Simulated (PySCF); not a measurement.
## C5H6O: core ionisation energies

Compound: C5H6O.
SMILES with atom numbers: `[CH2:1]=[CH:2][C:3](=[O:4])[CH:5]=[CH2:6]`

Method: delta-SCF UKS SCAN, pcX-2 on the ionised atom, pcseg-1 elsewhere, spin-free X2C (PySCF 2.14.0). Binding energies are ΔSCF values: E(core-ionised, relaxed orbitals) − E(ground state) at a fixed geometry, referred to the vacuum level.

Problem. Give the core binding energies atom by atom.

Solution. 
| atom(s) | bonded to | level | binding energy (eV) | above the level's lowest (eV) | count |
| --- | --- | --- | --- | --- | --- |
| C1/C6 | C (double bond) and 2 H | C 1s | 290.69 | 0.00 | 2 |
| C2/C5 | C (double bond), C and H | C 1s | 290.80 | +0.11 | 2 |
| C3 | O (double bond) and 2 C | C 1s | 293.03 | +2.34 | 1 |
| O4 | C (double bond) | O 1s | 536.95 | 0.00 | 1 |

Lowest listed C 1s: C1/C6, bonded to C (double bond) and 2 H. Highest, 2.34 eV above it: C3, bonded to O (double bond) and 2 C. The widest gap between neighbouring values is 2.23 eV, between 290.80 and 293.03 eV.

Problem. Which photon energy gives electrons from C 1s of C1/C6 a kinetic energy of 50 eV, and what is their de Broglie wavelength?

Solution. hν = 290.69 + 50 = 340.69 eV, recoil neglected; λ = 12.264 Å/√(E/eV) = 1.73 Å.

Problem. Which effective nuclear charge Zeff reproduces each element's mean 1s value in the hydrogen-like formula E = 13.606 eV × Zeff²?

Solution. C (Z = 6): mean 291.2 eV, Zeff = 4.63, Z − Zeff = 1.37; O (Z = 8): mean 537.0 eV, Zeff = 6.28, Z − Zeff = 1.72. Means run over the listed sites, weighted by atom count.

Atoms equivalent by their bonding share one computed value, that of the first of them. Isolated species at its GFN2-xTB geometry (one conformer only).

Time: 29 s. Hardware: one thread of an Arm Neoverse V2, shared host.

The values belong to the conformer `[CH2:1]=[CH:2][C:3](=[O:4])[CH:5]=[CH2:6]`: C1–C2–C3–O4 0°, C2–C3–C5–C6 180°.
